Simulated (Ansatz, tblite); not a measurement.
Cost and result up the ladder for B2H3 (5 atoms). The state is a doublet with charge 0. Geometry: B3LYP-D4/def2-TZVP.

```xyz
5

B    -0.3301    0.1196   -0.5042
B     0.5087   -0.1844    0.7767
H     1.1407   -0.4134    1.7422
H     0.0734   -0.1833   -1.5878
H    -1.3927    0.6616   -0.4269
```

Ansatz on 4 threads of Arm Neoverse V2 on a shared host; xTB runs through tblite on one thread. Times are rough, summed over both states, and most runs start from the orbitals of an earlier one. CCSD(T)/def2-TZVPP serves as the yardstick here, not as an exact answer. Differences are given only for rows in sets of like size (and for xTB, whose basis is part of the method), since another set adds its own error. The other state is a quartet at its own geometry.

The xTB rows come from tblite. LC-ωPBE has ω = 0.4 bohr⁻¹. Correlated methods freeze 2 core orbitals. The structure comes from a short search, and lower isomers may exist.

Correlated methods converge slowly with the basis.

xTB has no spin-polarisation term.

```tsv
level	functions	wall time
GFN2-xTB	11	0.002 s
GFN1-xTB	14	0.003 s
HF/STO-3G	13	0.1 s
MP2/def2-TZVP	80	0.3 s
LDA (SPW92)/def2-TZVP	80	0.5 s
BHLYP-D4/def2-TZVP	80	0.8 s
PBE-D4/def2-TZVP (with forces)	80	0.85 s
RPA@PBE/def2-TZVP	80	0.9 s
PBE0-D4/def2-TZVP	80	1 s
LC-ωPBE/def2-TZVP	80	1 s
r2SCAN-D4/def2-TZVP	80	1.6 s
ωB97M-V/def2-TZVP	80	2.2 s
B97M-V/def2-TZVP	80	2.5 s
CCSD(T)/def2-TZVPP	104	4.2 s
```

(1) Estimate what each level gives for the quartet − doublet (eV).

## Answers

(1) 
| level | quartet − doublet (eV) | difference from CCSD(T)/def2-TZVPP (eV) |
| --- | --- | --- |
| GFN2-xTB | 3.73 | 0.56 |
| GFN1-xTB | 3.93 | 0.77 |
| HF/STO-3G | 3.71 | – |
| MP2/def2-TZVP | 3.16 | -0.01 |
| LDA (SPW92)/def2-TZVP | 2.99 | -0.18 |
| BHLYP-D4/def2-TZVP | 3.37 | 0.21 |
| PBE-D4/def2-TZVP (with forces) | 2.96 | -0.21 |
| RPA@PBE/def2-TZVP | 3.11 | -0.06 |
| PBE0-D4/def2-TZVP | 3.02 | -0.15 |
| LC-ωPBE/def2-TZVP | 3.07 | -0.10 |
| r2SCAN-D4/def2-TZVP | 2.83 | -0.33 |
| ωB97M-V/def2-TZVP | 3.37 | 0.20 |
| B97M-V/def2-TZVP | 3.18 | 0.01 |
| CCSD(T)/def2-TZVPP | 3.17 | 0.00 |
